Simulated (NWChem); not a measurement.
isobutene (C4H8); SMILES C=C(C)C

```xyz
12

C      1.2706     0.0004    -0.6745
C      0.0000     0.0000     0.1233
C     -1.2706    -0.0004    -0.6745
C      0.0000     0.0000     1.4615
H      1.3205     0.8829    -1.3352
H      1.3230    -0.8839    -1.3325
H      2.1614     0.0029    -0.0309
H     -1.3230     0.8839    -1.3325
H     -2.1614    -0.0029    -0.0309
H     -1.3205    -0.8829    -1.3352
H     -0.9333    -0.0002     2.0320
H      0.9333     0.0002     2.0320
```
Atoms are numbered in this order, from 1.

Level: PBE0/def2-SVP (NWChem), optimised geometry, unscaled harmonic frequencies. 

### Question
List the harmonic frequencies with IR intensities, and the thermochemistry.

### Answer
```tsv
frequency (cm⁻¹)	IR intensity (km/mol)
169	0.0
211	1.1
382	0.3
436	1.0
446	8.8
701	0.0
841	0.3
919	41.2
952	0.4
982	0.0
1005	0.0
1069	5.3
1091	1.0
1298	1.3
1384	0.9
1405	13.5
1417	1.1
1439	0.0
1449	6.0
1458	20.0
1469	14.0
1753	20.2
3039	16.8
3043	28.3
3114	0.0
3116	27.8
3159	2.3
3163	13.9
3164	15.1
3258	10.5
```

| Quantity | Value |
|---|---|
| zero-point energy | 67.6 kcal/mol |
| thermal correction to the enthalpy at 298.15 K (with zero-point energy) | 71.6 kcal/mol |
| heat capacity Cv | 18.5 cal/(mol K) |
| entropy at 298.15 K and 1 atm (symmetry number 2) | 69.3 cal/(mol K) |
| dipole moment | 0.59 D |

Rigid rotor and harmonic oscillator.
